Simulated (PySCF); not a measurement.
LiF, SMILES [F][Li]. Geometry optimised at PBE-D3(BJ)/def2-TZVPD.

These are PBE-D3(BJ)/def2-TZVPD (PySCF 2.14.0) values and carry that method's errors.

Harmonic wavenumbers (cm⁻¹): 880. Rotational constants (GHz): 39.74 (linear); symmetry number 1.

### Question
Work out the zero-point energy and the ideal-gas rigid-rotor harmonic-oscillator thermochemistry at 298.15 K and 1 atm.

### Answer
ZPE = ½ Σ hcν = ½ × 880 cm⁻¹ = 1.26 kcal/mol. H − E(el) = 3.37 kcal/mol. Entropy in cal/(mol K): translation 35.70, rotation 12.03, vibration 0.15, total 47.87. G − E(el) = -10.91 kcal/mol. Cp = 7.48 cal/(mol K).
